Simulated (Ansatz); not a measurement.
Basis-set extrapolation for `BSC` (PBE0-D4/def2-TZVP geometry, frozen core, the Gaussian-basis code of Ansatz). Multiplicity 1, RHF reference.

```json
{"": "HF", "def2-TZVPP": "-463.041089", "def2-QZVPP": "-463.055524"}
{"": "MP2 correlation", "def2-TZVPP": "-0.461489", "def2-QZVPP": "-0.494843"}
{"": "CCSD(T) correlation", "def2-TZVPP": "-0.525348", "def2-QZVPP": "not run"}
```

Energies in hartree. Use E(X) = E(∞) + A·exp(−7.88·√X) for Hartree–Fock and E(X) = E(∞) + B·X^(−2.97) for correlation, with X = 3 and 4, and add CCSD(T) minus MP2 of the smaller set to the MP2 limit.

Question: What is the CCSD(T) energy at the basis-set limit?

Answer: HF limit: -463.055524 + (-0.014435) × 0.13774 = -463.05751. MP2 limit: -0.494843 + (-0.033354) × 0.74074 = -0.51955. Higher-order term: -0.525348 − (-0.461489) = -0.06386. Total: -463.64092 hartree, 195.6 kJ/mol below CCSD(T)/def2-TZVPP.
